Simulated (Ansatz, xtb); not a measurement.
Two structures of CHSSi

Structure X: a doublet given by its coordinates. Structure Y: `C1=[Si]S1`, a doublet. Both are isolated molecules in the gas phase, relaxed with r2SCAN-D4/def2-SVP.

X (Å):

```yaml
atoms:
  - { symbol: C, position_ang: [-0.9643, 0.6632, 3.0482] }
  - { symbol: S, position_ang: [-0.5030, 2.1516, 3.0238] }
  - { symbol: Si, position_ang: [-1.7879, -0.9266, 3.0426] }
  - { symbol: H, position_ang: [-0.4589, -1.6568, 3.2034] }
```

Close contacts (Å): C1–S2 1.56, C1–Si3 1.79, Si3–H4 1.52.

Y (Å):

| atom | x (Å) | y (Å) | z (Å) |
| --- | --- | --- | --- |
| C | 0.4636 | -0.0497 | 0.3179 |
| S | -0.7754 | 0.3719 | 1.4710 |
| Si | -0.6746 | -1.3736 | 0.0108 |
| H | 1.3863 | 0.5149 | 0.1607 |

Quicker runs give these differences E(Y) − E(X): GFN2-xTB −0.579 eV; HF/STO-3G −0.850 eV (at GFN2-xTB geometries); r2SCAN-D4/def2-SVP//GFN2-xTB −0.841 eV.

Task: Estimate E(Y) − E(X) at the level CCSD(T)/def2-TZVP.

Result: Calculated at CCSD(T)/def2-TZVP: E(Y) − E(X) = −0.863 eV, so structure Y lies lower.

How the difference moves with the method:

```tsv
level	geometry	E(Y) − E(X) (eV)	departure from the last row (eV)	job, with rough time for the two
GFN2-xTB	GFN2-xTB	−0.579	+0.284	optimisation, 0.18 s
HF/STO-3G	GFN2-xTB	−0.850	+0.013	single point, 1.1 s
r2SCAN-D4/def2-SVP//GFN2-xTB	GFN2-xTB	−0.841	+0.023	single point, 2.8 s
r2SCAN-D4/def2-SVP	r2SCAN-D4/def2-SVP	−0.674	+0.189	optimisation, 40 s
HF/def2-TZVP	r2SCAN-D4/def2-SVP	−0.900	−0.037	part of the CCSD(T) run
MP2/def2-TZVP	r2SCAN-D4/def2-SVP	−0.988	−0.124	part of the CCSD(T) run
CCSD(T)/def2-TZVP	r2SCAN-D4/def2-SVP	−0.863		single point, 30 s
```

None of the levels shown reverses the order. The largest departure from CCSD(T)/def2-TZVP is that of GFN2-xTB, 0.284 eV.

With harmonic frequencies from r2SCAN-D4/def2-SVP (ideal gas, rigid rotor, one conformer each, 298.15 K, 1 atm): the zero-point term adds +0.105 eV; ΔH is −0.774 and ΔG −0.757 eV.

Open shells are spin-unrestricted, with notable spin contamination under HF/STO-3G. The correlated steps freeze 11 core orbitals. Run with Ansatz 0.2.0, xtb 6.7.1; the last row on 1 thread of Intel(R) Xeon(R) 6975P-C (Granite Rapids) on a shared host.
